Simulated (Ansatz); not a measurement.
Two structures of CH₈AlN, closed shell, reached by relaxing down either side of one saddle point (PBE0-D4/def2-TZVP). Energies are electronic, without zero-point energy. Ansatz 0.2.0; basis: def2-TZVPP and def2-QZVPP; cores frozen in the correlated methods. Extrapolation: Hartree–Fock as exp(−7.88 √X), correlation as X^−2.97. First:

Al1  (-0.040, 0.199, -1.424)
N2  (1.353, 1.225, -1.054)
H3  (0.234, -1.314, -1.803)
H4  (-1.472, 0.876, -1.452)
H5  (0.077, -0.143, 1.250)
C6  (-0.737, -0.821, 1.519)
H7  (1.303, 2.207, -0.834)
H8  (2.310, 0.913, -1.041)
H9  (-0.315, -1.718, 1.969)
H10  (-1.321, -1.107, 0.642)
H11  (-1.393, -0.317, 2.228)
(Å)

Second:

```
11
angstrom
Al -0.3780 -0.3043 -0.7810
N 1.2027 0.9544 -0.3504
H 0.4301 -1.4134 -1.6189
H -1.2722 0.7284 -1.6290
H 1.9217 0.4792 0.1855
C -1.0016 -0.7913 1.0277
H 0.8993 1.7641 0.1807
H 1.6259 1.2879 -1.2104
H -0.2353 -1.3101 1.6146
H -1.8590 -1.4708 0.9720
H -1.3336 0.0761 1.6092
```

Which bonds change from the first to the second?

AlNH₄ ([NH2][AlH2]) + CH₄ → CH₅Al ([CH3][AlH2]) + NH₃ (still joined by a long Al–N bond); bonds formed: Al1–C6, N2–H5; bonds broken: H5–C6; bonds weakened to dative contacts: Al1–N2.

Give the saddle point's structure and its height above each. (An estimate is asked for; the value comes from the calculation.)

The calculation gives: 32.43 kcal/mol above the first and 33.76 kcal/mol above the second (CCSD(T) at an estimated basis limit (MP2 extrapolated from triple and quadruple zeta, plus CCSD(T) − MP2 in triple zeta)).
```xyz
11
angstrom
Al -0.3448 -0.0945 -1.0397
N 1.1293 0.9406 -0.4020
H 0.0927 -1.4126 -1.8096
H -1.6065 0.7817 -1.4425
H 0.4454 0.2565 0.5328
C -0.5598 -0.6072 1.0519
H 1.0828 1.9481 -0.3392
H 2.0857 0.6517 -0.5526
H 0.0840 -1.3245 1.5661
H -1.3952 -1.2056 0.6515
H -1.0135 0.0659 1.7833
```

The T1 diagnostic stays at or below 0.012. The start structure is not quite a true minimum (one mode of 58i cm⁻¹).

Labels in which every atom is bracketed show which atoms are joined, not bond orders.

For scale, one of the runs: CCSD(T)/def2-TZVPP, 216 basis functions, launched by `ansatz run in.yaml --threads 2 --pin off --events-out ev --progress --plain --max-ram 4352MiB`. Hardware: 2 CPU threads of an Arm Neoverse V1, shared host. Wall time 67 s; peak host memory 3.1 GiB.
